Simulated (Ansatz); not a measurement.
# BS+ (triplet): from Hartree-Fock to the top rungs at distance B1–S2 = 3.154 Å, 6-31G

How much of the correlation energy of BS+ (triplet) does each wave-function method recover here?

Method: 6-31G, core rule «outside noble gas», up to 6 orbitals frozen; program: Ansatz 0.2.0, Gaussian basis.

To be run: UHF; CCSD(T) on ROHF; CCSD(T) on UHF; BCCD(T) on ROHF; CISD; CCSDT(Q) on ROHF; CCSDT(Q) on UHF; CISDTQ; CCSDTQ on ROHF; CCSDTQ on UHF; CASSCF and MRCISD+Q, 4 electrons in 4 orbitals; CASSCF and NEVPT2, 4 electrons in 4 orbitals; CASSCF and MRCISD+Q, 8 electrons in 8 orbitals; CASSCF and NEVPT2, 8 electrons in 8 orbitals; Full CI.

16 further runs of the same task are left out: 13 that didn't finish, 3 set aside as unsound or not needed.

**1. What is computed**

The geometry derives from a PBE0/def2-TZVP stationary point (not a proven minimum). One bond is set to the value named and the two fragments are kept rigid.

2 atoms, charge 1, spin multiplicity 3.

Atoms are counted from 1 here; the program's logs count them from 0.

No contacts short enough for the rule that draws bonds.

**2. UHF**

File in.yaml:

```yaml
crystal:
  periodic: [false, false, false]
  atoms:
    - {symbol: B, position_ang: [0.000000, 0.000000, 0.000000]}
    - {symbol: S, position_ang: [0.000000, 0.000000, 3.154000]}
basis:
  gaussian: {orbitals: 6-31G}
total_charge: 1
magnetization: {spin_polarized: true, initial_magnetization: 2}
hamiltonian: {xc: hf}
output: {orbitals: {seedname: orbitals}}
```

The run is started by

```
$ ansatz run in.yaml --threads 1 --pin off --events-out ev --progress --plain --max-ram 2393MiB
```

Further steps of the session: CCSD(T) on ROHF; CCSD(T) on UHF; BCCD(T) on ROHF; CISD; CCSDT(Q) on ROHF; CCSDT(Q) on UHF; CISDTQ; CCSDTQ on ROHF; CCSDTQ on UHF; CASSCF and MRCISD+Q, 4 electrons in 4 orbitals; CASSCF and NEVPT2, 4 electrons in 4 orbitals; CASSCF and MRCISD+Q, 8 electrons in 8 orbitals; CASSCF and NEVPT2, 8 electrons in 8 orbitals; Full CI.

**Question.** What will the summary of the whole plan be? Wanted: FCI below the RHF energy; RMP2 from FCI; UMP2 from FCI; RCCSD from FCI; RCCSD(T) from FCI; UCCSD(T) from FCI; RCCSDT(Q) from FCI; UCCSDT(Q) from FCI; NEVPT2 pair from FCI.

As calculated:

| quantity | value |
| --- | --- |
| FCI below the RHF energy | -2.4065 eV |
| RMP2 from FCI | +95.7 kJ/mol |
| UMP2 from FCI | +95.6 kJ/mol |
| RCCSD from FCI | +3.4 kJ/mol |
| RCCSD(T) from FCI | +0.8 kJ/mol |
| UCCSD(T) from FCI | +1.1 kJ/mol |
| RCCSDT(Q) from FCI | 0.0 kJ/mol |
| UCCSDT(Q) from FCI | -0.1 kJ/mol |
| NEVPT2 pair from FCI | +82.4 kJ/mol |
| MRCISD+Q pair from FCI | -3.0 kJ/mol |
| NEVPT2 valence from FCI | +26.6 kJ/mol |
| levels within 1 kcal/mol (43 meV) | RCCSD, UCCSD, RCCSD(T), UCCSD(T), BCCD(T), RCCSDT, UCCSDT, CISDTQ, RCCSDT(Q), UCCSDT(Q), RCCSDTQ, UCCSDTQ, MRCISD+Q pair, MRCISD valence, MRCISD+Q valence |
| T1 diagnostic | 0.035 |
| effectively unpaired electrons | 2.15 |

**Reading.** RCCSD(T) lands +0.8 kJ/mol from the yardstick (0.4 % of the correlation energy). MRCISD+Q pair falls below full CI: the +Q correction isn't variational, and the cores differ from full CI's. One determinant dominates. Of the multireference levels listed MRCISD+Q valence comes nearest in total energy (+2.3 kJ/mol), which doesn't show that its space is the better one. These misses are within one basis, not against nature; the frozen cores of restricted and unrestricted runs differ, which can shift their rows.
